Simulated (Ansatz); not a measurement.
Input file:

```yaml
crystal:
  periodic: [false, false, false]
  atoms:
    - {symbol: Si, position_ang: [0.000000, 0.000000, 0.000000]}
    - {symbol: C, position_ang: [0.000000, 0.000000, 1.836000]}
basis:
  gaussian: {orbitals: "6-31G*", point_charges: [{charge: 0.50, position_ang: [3.679, -0.047, -0.339]}]}
magnetization: {spin_polarized: true, initial_magnetization: 0}
hamiltonian: {xc: hf}
output: {orbitals: {seedname: orbitals}}
```

```sh
$ ansatz run in.yaml --threads 1 --pin off --events-out ev --progress --plain --max-ram 2393MiB
```

Log:

```
311 factors; integrals over basis functions are off by at most 9.3e-4 eV
mean field evaluation 1: about -8883.1344 eV, gradient 7.5e0 eV
mean field evaluation 2: about -8883.1523 eV, gradient 7.5e0 eV
mean field evaluation 4: about -8883.7422 eV, gradient 1.7e0 eV
mean field evaluation 8: about -8883.8909 eV, gradient 7.3e-1 eV
mean field evaluation 16: about -8885.0813 eV, gradient 2.6e-2 eV
mean field evaluation 32: about -8885.4409 eV, gradient 9.5e-1 eV
mean field evaluation 64: about -8886.6895 eV, gradient 5.8e-1 eV
mean field evaluation 96: about -8886.6100 eV, gradient 1.2e0 eV
mean field evaluation 128: about -8886.5990 eV, gradient 1.3e0 eV
mean field evaluation 160: about -8886.5714 eV, gradient 4.0e-1 eV
mean field evaluation 192: about -8886.6684 eV, gradient 3.1e-1 eV
mean field evaluation 224: about -8886.6958 eV, gradient 2.4e-1 eV
mean field evaluation 256: about -8886.6948 eV, gradient 2.8e-1 eV
mean field evaluation 288: about -8886.0840 eV, gradient 6.0e-1 eV
mean field evaluation 320: about -8886.6872 eV, gradient 9.0e-2 eV
mean field evaluation 352: about -8885.9619 eV, gradient 2.0e0 eV
mean field evaluation 384: about -8885.0480 eV, gradient 8.7e0 eV
mean field evaluation 416: about -8884.8993 eV, gradient 3.4e0 eV
mean field evaluation 448: about -8886.7031 eV, gradient 3.3e-4 eV
mean field evaluation 480: about -8884.0354 eV, gradient 2.0e0 eV
mean field evaluation 512: about -8886.7031 eV, gradient 2.6e-4 eV
mean field -8886.70313413 eV, -326.5803165557 hartree, gradient 4.4e-6 eV, S^2 1.685399; 11 other end points of the search recorded, 0 dependent functions left out
reference -8886.70313413 eV, -326.5803165557 hartree; 10, 10 occupied and 24, 24 virtual orbitals, 311 factors
Total energy: -8886.70313413 eV, -326.5803165557 hartree
```

Ran on 1 thread of Arm Neoverse V2, shared host: 1 s wall, 0.16 GiB peak host memory.
